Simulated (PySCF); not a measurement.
## Aluminium: a sound run and one with changed settings

Sound run: Al [Ne] 3s2 3p1, Al⁺ [Ne] 3s2. Computed with PySCF 2.14 in x2c-SVPall, with scalar relativity by spin-free X2C-1e. The sound run starts from symmetry-adapted Hartree-Fock orbitals and uses a fine grid where one is needed.

Changed run: radial step 0.5 in ln r (0.13 in the sound run). This setting is unsound on purpose.

| species | method | sound run (hartree) | changed run (hartree) | converged |
| --- | --- | --- | --- | --- |
| Al | UHF | -242.21896 | -242.21896 | yes |
| Al | r2SCAN | -242.67962 | -242.69261 | yes |
| Al | PBE | -242.57672 | -242.60145 | yes |
| Al⁺ | UHF | -242.01507 | -242.01507 | yes |
| Al⁺ | r2SCAN | -242.45380 | -242.46622 | yes |
| Al⁺ | PBE | -242.35437 | -242.37952 | yes |

Ionisation energy of Al:

```
method  sound run (eV)  changed run (eV)
   UHF           5.548             5.548
r2SCAN           6.145             6.160
   PBE           6.051             6.039
```

A coarse radial grid mis-integrates the density and the exchange-correlation energy, with errors of either sign; Hartree-Fock needs no grid.

For comparison, NIST gives 5.986 eV between the lowest levels.
